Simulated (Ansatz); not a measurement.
Basis-set extrapolation for C3H7NO, SMILES `C/C(O)=C/N` (PBE0-D4/def2-TZVP geometry, frozen core, Ansatz 0.2.0). Multiplicity 1, RHF reference.

```
                      def2-TZVPP   def2-QZVPP
                 HF  -247.073186  -247.084681
    MP2 correlation    -0.953183    -1.019879
CCSD(T) correlation    -1.026463      not run
```

Energies in hartree. Use E(X) = E(∞) + A·exp(−7.88·√X) for Hartree–Fock and E(X) = E(∞) + B·X^(−2.97) for correlation, with X = 3 and 4, and add CCSD(T) minus MP2 of the smaller set to the MP2 limit.

Problem. What is the CCSD(T) energy at the basis-set limit?

Solution. HF limit: -247.084681 + (-0.011495) × 0.13774 = -247.08626. MP2 limit: -1.019879 + (-0.066696) × 0.74074 = -1.06928. Higher-order term: -1.026463 − (-0.953183) = -0.07328. Total: -248.22882 hartree, 81.1 kcal/mol below CCSD(T)/def2-TZVPP.
